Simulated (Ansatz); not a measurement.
# Worked example: AsH, triplet against AsH⁻, doublet

Geometry (PBE0/def2-TZVPD stationary point of a doublet), kept for both states (AsH⁻, doublet: Π; AsH, triplet: Σ⁻):

```yaml
atoms:
  - { symbol: As, position_ang: [0.0000, 0.0000, 0.0000] }
  - { symbol: H, position_ang: [0.0000, 0.0000, 1.5478] }
```

Basis aug-cc-pVTZ; Ansatz 0.2.0. Correlated methods freeze the noble-gas cores and the filled d shells of p-block atoms. Prefix R: restricted or restricted open-shell reference; prefix U: unrestricted. No spin–orbit coupling is included, and no scalar relativity.

Full CI isn't at hand for all of this; UCCSDT(Q) serves as the reference, and is uncertain by the last step of the cluster series or more.

The highest occupied Kohn–Sham level of the anion is positive, up to +1.55 eV, so in those functionals the extra electron is held by the basis alone, which enters their differences from the reference.

```tsv
level	E(AsH⁻, doublet) (hartree)	E(AsH, triplet) (hartree)
UHF	-2234.805446	-2234.806911
UMP2	-2234.936858	-2234.904800
UCCSD(T)	-2234.964265	-2234.929496
PBE	-2236.160315	-2236.120530
PBE0	-2236.225647	-2236.188752
UCCSDT(Q)	-2234.965494	-2234.930369
```

**Question.** Give the vertical gap, AsH triplet less AsH⁻ doublet, at each level in eV (1 hartree = 27.2114 eV), and each error against UCCSDT(Q).

**Answer.** UCCSDT(Q): (-2234.930369 − (-2234.965494)) × 27.2114 = 0.956 eV (the reference)
PBE0: (-2236.188752 − (-2236.225647)) × 27.2114 = 1.004 eV, error 0.048 eV
PBE: (-2236.120530 − (-2236.160315)) × 27.2114 = 1.083 eV, error 0.127 eV
UCCSD(T): (-2234.929496 − (-2234.964265)) × 27.2114 = 0.946 eV, error -0.010 eV
UMP2: (-2234.904800 − (-2234.936858)) × 27.2114 = 0.872 eV, error -0.084 eV
UHF: (-2234.806911 − (-2234.805446)) × 27.2114 = -0.040 eV, error -0.996 eV

Total energies of functionals can't be set beside those of wave-function methods, since they hold the core's correlation and their own absolute errors; only the differences compare.

The reference still carries a basis error, for a change of charge of the order of 0.1 eV, so smaller errors of functionals can't be ranked.

Each level lands on the state that its own search finds. T1 diagnostics of restricted CCSD: 0.019 and 0.020.
